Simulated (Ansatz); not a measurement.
`N#CCC1CO1` + H₂ → `C#N` + `CC1CO1` at 400 K and 1 bar (hydrogenolysis of a C–C bond).

Program: Ansatz. Geometries: PBE0-D4/def2-TZVP. ΔE: electronic, gas phase. CCSD(T)/CBS is the MP2 limit (def2-TZVPP, def2-QZVPP) plus CCSD(T) − MP2 in def2-TZVPP, frozen cores. This one scheme is used for every species. One conformer a species, not always the lowest.

```json
{"species": "`N#CCC1CO1`", "CCSD(T)/CBS energy (Eh)": "-285.02706", "H − E (kJ/mol)": "252.0", "S (J/(mol·K))": "351.3"}
{"species": "H₂", "CCSD(T)/CBS energy (Eh)": "-1.17544", "H − E (kJ/mol)": "38.0", "S (J/(mol·K))": "139.0"}
{"species": "`C#N`", "CCSD(T)/CBS energy (Eh)": "-93.32098", "H − E (kJ/mol)": "56.1", "S (J/(mol·K))": "211.9"}
{"species": "`CC1CO1`", "CCSD(T)/CBS energy (Eh)": "-192.89474", "H − E (kJ/mol)": "247.3", "S (J/(mol·K))": "302.4"}
```

H − E and S are ideal-gas, rigid-rotor, harmonic terms from PBE0-D4/def2-TZVP, for one conformer and one mirror image of each species. The MP2-based limit puts H₂ 0.8 mEh under its directly extrapolated value; such offsets cancel only in part. 1 Eh = 2625.50 kJ/mol, R = 8.31446 J/(mol·K).

Problem. By hand: ΔE, ΔH, ΔS and ΔG.

Solution. ΔE = (-93.32098) + (-192.89474) − (-285.02706) − (-1.17544) = -0.01322 Eh = -34.7 kJ/mol. Δ(H − E) = 56.1 + 247.3 − 252.0 − 38.0 = 13.4, so ΔH = -21.3 kJ/mol. ΔS = 211.9 + 302.4 − 351.3 − 139.0 = 24.0 J/(mol·K). ΔG = -21.3 − 400 × (24.0)/1000 = -30.9 kJ/mol.

Problem. By hand: the equilibrium constant, and the temperature at which ΔG would vanish if ΔH and ΔS stayed fixed.

Solution. log₁₀ K = −ΔG/(RT ln 10) = 4.0. ΔH and −TΔS have one sign here, so there is no such temperature.

TΔS isn't small against ΔH here. A doubt of 5 kJ/mol in ΔE shifts log₁₀ K by 0.7 here. Other conformers and mirror images would add mixing entropy, several J/(mol·K) or more a flexible species. These are equilibria of isolated gas molecules and say nothing of rates. Largest T1 diagnostic: 0.014 (customary marks: 0.02 for closed shells, 0.045 for open ones).
